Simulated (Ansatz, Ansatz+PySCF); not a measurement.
| atom | x (Å) | y (Å) | z (Å) |
| --- | --- | --- | --- |
| C | 0.0000 | 0.0000 | -1.0298 |
| Cl | 0.0000 | 0.0000 | 0.6035 |
| H | 0.0000 | -0.9537 | -1.3603 |
| H | -0.8259 | 0.4768 | -1.3603 |
| H | 0.8259 | 0.4768 | -1.3603 |

RHF-MP2 on singlet CH₃Cl was run in several spherical basis sets with Ansatz (development build ahead of 0.2.0). Frozen core: 6 orbitals. Caution for RHF-MP2: no unrestricted run beside it, a lower state can exist.

Problem. Rank the basis sets by the total energy that they give, lowest first, with the distance from the lowest.
A. def2-SVP
B. 6-31G(d)
C. cc-pVDZ
D. cc-pVTZ
E. def2-TZVP

Solution. D (0.00 eV), E (0.53 eV), C (3.39 eV), B (4.72 eV), A (8.35 eV).

Totals follow the description of the cores as much as that of the bonds, so this order isn't one of quality for chemistry.
